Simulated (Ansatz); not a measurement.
A calculation with Ansatz (development build ahead of 0.2.0).

```yaml
crystal:
  periodic: [false, false, false]
  atoms:
    - { symbol: Si, position_ang: [0.0, 0.0, 0.0] }
    - { symbol: O, position_ang: [0.0, 0.0, 2.265] }
basis:
  gaussian: { orbitals: pcseg-2 }
hamiltonian:
  xc: hf
```

The input is written out in the form of the current development build from the run's settings.

Results

| Property | Result |
| --- | --- |
| Converged | yes |
| Total energy | -363.58679 hartree |
| Spin squared of the determinant | 0.000 |
| Stability test | minimum among restricted orbitals |

Caution: an unrestricted determinant lies well below.
